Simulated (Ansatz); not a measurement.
## Ansatz (development build ahead of 0.2.0) run

```yaml
crystal:
  periodic: [false, false, false]
  atoms:
    - { symbol: F, position_ang: [0.71, 0.0, 2.8] }
    - { symbol: F, position_ang: [-0.71, 0.0, 2.8] }
    - { symbol: H, position_ang: [0.37, 0.0, 0.0] }
    - { symbol: H, position_ang: [-0.37, 0.0, 0.0] }
basis:
  gaussian: { orbitals: cc-pVDZ }
hamiltonian:
  xc: hf
```

The input is written out in the form of the current development build from the run's settings.

The run gave:

```yaml
Converged: yes
Total_energy: -199.81317 hartree
Spin_squared_of_the_determinant: 0.000
```

Caution: no unrestricted run beside it, a lower state can exist.
